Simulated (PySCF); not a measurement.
## Mayer bond orders and bond lengths

Compound: C₆H₁₀.
Atom-mapped SMILES: `[CH:1]#[C:2][C:3]([CH3:4])([CH3:5])[CH3:6]` (hydrogens: H7 on C1; H8, H9, H10 on C4; H11, H12, H13 on C5; H14, H15, H16 on C6)

Cartesian coordinates in Å at the PBE0-D3(BJ)/def2-SVP level; atoms count from 1:
```xyz
16
C6H10 angstrom
C      0.4224    2.3841    1.0460
C      0.2274    1.2890    0.5659
C     -0.0073   -0.0395   -0.0172
C     -1.3316   -0.5988    0.5223
C     -0.0804    0.0882   -1.5457
C      1.1496   -0.9706    0.3736
H      0.5953    3.3548    1.4715
H     -1.3027   -0.6927    1.6178
H     -1.5216   -1.5956    0.0939
H     -2.1734    0.0579    0.2577
H     -0.2552   -0.9007   -1.9983
H      0.8574    0.4941   -1.9525
H     -0.9009    0.7563   -1.8461
H      1.2244   -1.0683    1.4667
H      2.1091   -0.5855   -0.0016
H      0.9872   -1.9728   -0.0536
```

Bond orders from the PBE0/pcSseg-1 density (PySCF). Isolated species at its PBE0-D3(BJ)/def2-SVP geometry, gas phase.

Q: How far do the computed orders between heavy atoms stray from the drawn ones?

A: The largest departure is 0.437, at C1–C2 (drawn triple, 2.563). Drawn single, order below 0.88: C2–C3 (0.861). Drawn double or triple, more than 0.30 short of the drawn order: C1–C2 (2.563).

Q: Give the Mayer order of every bond between heavy atoms, beside its length.

A: 
```csv
bond,drawn as,length (Å),Mayer order
C1–C2,triple,1.212,2.563
C2–C3,single,1.470,0.861
C3–C4,single,1.536,1.025
C3–C5,single,1.536,1.025
C3–C6,single,1.536,1.024
```

By pair of heavy elements: C–C: lowest C2–C3 (0.861, 1.470 Å), highest C1–C2 (2.563, 1.212 Å); in 3 of the 10 pairs the longer bond (by over 0.003 Å) has the higher order (by 0.02 or more).

Q: And the bonds to hydrogen?

A: C–H: 0.96 to 1.14 (10 bonds).

Q: Sum the orders of all bonds at each heavy atom with more than one neighbour and set the sums beside the valence in the SMILES.

A: C1 3.698 (drawn 4), C2 3.424 (drawn 4), C3 3.935 (drawn 4), C4 3.909 (drawn 4), C5 3.909 (drawn 4), C6 3.908 (drawn 4). Orders between atoms that aren't bonded are not in these sums.

Mayer orders depend on the basis set.
